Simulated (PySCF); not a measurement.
Telling isomers of C4H4O apart by NMR

PySCF 2.14.0 with density-fitted response routines calculation with PBE0-D3(BJ)/def2-SVP structure, GIAO PBE0/pcSseg-1 shieldings and J couplings at B3LYP/pcJ-1; in vacuum, equivalent nuclei averaged, relativity neglected, one computed conformer.

Shifts are taken against calculated references (same method and geometry level): ¹H and ¹³C against TMS. Multiplet labels drop J under 1 Hz and among equivalent protons, and merge close values. Unscaled 3J(H,H) run several per cent high. Shifts are as computed. Against solution values, carbons near 30 ppm lie about +2 ppm off and those near 130 ppm about +5 ppm. Of 1211 compounds with measured shifts, 218 miss one by over three times the rms of a fit or turn the order of signals round; such compounds aren't used in these exercises.

(1) Tabulate the signals of `C#CCC=O`, `O=CC1=CC1` and their relative energies.

(2) What is the quickest way to tell C#CCC=O from O=CC1=CC1?

## Answers

(1) 
```tsv
SMILES	carbon types	δC	δH	E rel. (kcal/mol)
C#CCC=O	1×C 2×CH 1×CH2	199.2, 80.3, 78.7, 36.3	9.57 (t, 1H), 2.98 (dd, 2H), 2.21 (t, 1H)	0.0
O=CC1=CC1	1×C 2×CH 1×CH2	185.1, 135.3, 121.4, 10.5	10.20 (s, 1H), 8.14 (s, 1H), 1.63 (s, 2H)	13.2
```

Energies are electronic energies at PBE0/pcSseg-1 on these geometries, without zero-point or thermal terms, each for the one conformer computed, which needn't be the lowest.

(2) Both give the same number of carbon signals, with the same numbers of each carbon type, so the positions decide. The first has a terminal alkyne carbon (CH) at 80.3 ppm, the second a β carbon of a C=C–C=O unit (CH) at 135.3 ppm. Their most deshielded carbons lie at 199.2 and 185.1 ppm. In the proton spectra the most deshielded non-exchanging signals are 9.57 (t, J = 2.8 Hz, 1H) and 10.20 (s, 1H).
